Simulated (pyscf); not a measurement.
Single points on ωB97X-D3(BJ)/def2-SVP structures (PySCF, gas phase).

Task: For the elementary gas-phase step H₃Si–CH₂–CH₂–Cl (SMILES [SiH3]CCCl) → H₂C=CH–SiH₃ (SMILES C=C[SiH3]) + HCl (SMILES Cl) (singlet surface; C–Cl, C–H broken, Cl–H formed), what barrier and reaction energy does ωB97X-D3(BJ)/def2-TZVP give, measured from the reactant's lowest minimum found?

Result: ΔE‡ = 257.2 kJ/mol, ΔE = +97.7 kJ/mol. CCSD(T)/def2-TZVPP + ΔMP2(QZVPP) gives 249.7 kJ/mol and +79.3 kJ/mol. Zero-point energy shifts the barrier by -21.2 kJ/mol. It is an elimination, with an imaginary mode of 1679i cm⁻¹. H₃Si–CH₂–CH₂–Cl lies 158.4 kJ/mol over its isomer H₃C–CH₂–SiH₂–Cl (electronic energy, ωB97M-D3(BJ)). One saddle was located; it need not be the lowest between these sides. The CCSD(T) − MP2 part came from Ansatz, without density fitting, on the same reference.
